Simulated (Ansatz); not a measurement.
Reaction (SMILES): C#C (C2H2) → [C-]#C + H+
B3LYP-D3(BJ)/def2-TZVP geometries, fixed; electronic energies without zero-point terms.

Basis-set convergence of the deprotonation energy at MP2 with Ansatz (a program for electronic structure). Cartesian d functions, on some or all atoms, in 6-31G*, 6-31G**; all else is spherical. Cores are frozen. No added dispersion term, no relativity. Functions are those of the species that has most. Reference: Hartree-Fock in aug-cc-pVQZ plus the correlation part extrapolated as X^-3 from aug-cc-pVTZ and aug-cc-pVQZ, 383.28 kcal/mol, itself unsure by roughly 0.08 kcal/mol (a third of the extrapolation step and of the last Hartree-Fock step). Deviations are taken from unrounded values.

```json
[
 {"basis": "STO-3G", "functions": "12", "deprotonation energy (kcal/mol)": "503.19", "minus reference (kcal/mol)": "119.92"},
 {"basis": "3-21G", "functions": "22", "deprotonation energy (kcal/mol)": "410.92", "minus reference (kcal/mol)": "27.64"},
 {"basis": "6-31G", "functions": "22", "deprotonation energy (kcal/mol)": "407.17", "minus reference (kcal/mol)": "23.89"},
 {"basis": "pcseg-0", "functions": "22", "deprotonation energy (kcal/mol)": "396.52", "minus reference (kcal/mol)": "13.24"},
 {"basis": "6-31G*", "functions": "34", "deprotonation energy (kcal/mol)": "403.49", "minus reference (kcal/mol)": "20.21"},
 {"basis": "pcseg-1", "functions": "38", "deprotonation energy (kcal/mol)": "393.06", "minus reference (kcal/mol)": "9.79"},
 {"basis": "6-31G**", "functions": "40", "deprotonation energy (kcal/mol)": "407.51", "minus reference (kcal/mol)": "24.24"},
 {"basis": "6-311G**", "functions": "48", "deprotonation energy (kcal/mol)": "396.31", "minus reference (kcal/mol)": "13.03"},
 {"basis": "aug-cc-pVDZ", "functions": "64", "deprotonation energy (kcal/mol)": "379.24", "minus reference (kcal/mol)": "-4.03"},
 {"basis": "pcseg-2", "functions": "88", "deprotonation energy (kcal/mol)": "387.79", "minus reference (kcal/mol)": "4.52"},
 {"basis": "jun-cc-pV(T+d)Z", "functions": "106", "deprotonation energy (kcal/mol)": "383.39", "minus reference (kcal/mol)": "0.12"},
 {"basis": "aug-cc-pVTZ", "functions": "138", "deprotonation energy (kcal/mol)": "382.96", "minus reference (kcal/mol)": "-0.32"},
 {"basis": "pcseg-3", "functions": "186", "deprotonation energy (kcal/mol)": "384.76", "minus reference (kcal/mol)": "1.49"},
 {"basis": "aug-cc-pVQZ", "functions": "252", "deprotonation energy (kcal/mol)": "383.22", "minus reference (kcal/mol)": "-0.05"}
]
```

The smallest set listed that lies within 0.5 kcal/mol of the reference with all its larger relatives (same family, alike in diffuse functions; a set with none counts only in the reference's own line) is jun-cc-pV(T+d)Z (106 functions, 0.12 kcal/mol off).
